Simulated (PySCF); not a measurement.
Molecule: SMILES C[P+](C)(C)C, [C₄H₁₂P]+.

Mapped SMILES: `[CH3:1][P+:2]([CH3:3])([CH3:4])[CH3:5]` (H(Xn): hydrogen on atom n).

Geometry PBE0-D3(BJ)/def2-SVP throughout; GIAO in PySCF 2.14, gas phase, one conformer, non-relativistic; equivalent atoms averaged; functional PBE0.

Task: How do the shifts δ (against TMS, H3PO4 at the same level) depend on the basis set? (ppm; last column core-seconds on 1 thread of an Arm Neoverse V2, shared host)

Result: 
```tsv
basis set	functions	C1/C3/C4/C5	P2	H(C1)/H(C3)/H(C4)/H(C5)	core-s
pcSseg-0	73	10.9	-97.8	1.76	4.5
cc-pVDZ	134	9.7	11.6	1.73	10
aug-cc-pVDZ	227	12.3	-14.6	1.75	23
IGLO-III	304	11.6	11.4	1.78	35
cc-pVTZ	322	11.3	-10.9	1.76	42
```

Task: Which nucleus moves most, in ppm?

Result: P2 (phosphorus bonded to 4 C): from -97.8 ppm with pcSseg-0 to 11.6 ppm with cc-pVDZ. The smallest spread is 0.05 ppm, at H(C1)/H(C3)/H(C4)/H(C5). Proton shifts span only some 12 ppm, so a few tenths of a ppm matter as much there as several ppm in carbon.

Task: Taking the largest basis, cc-pVTZ (322 functions), as the yardstick, rank the others by their worst heavy-atom deviation.

Result: aug-cc-pVDZ 3.7 ppm (227 functions), IGLO-III 22.3 ppm (304 functions), cc-pVDZ 22.5 ppm (134 functions), pcSseg-0 86.9 ppm (73 functions).

A small basis that lands close on one nucleus may do so by chance; judge by the trend and by all nuclei.
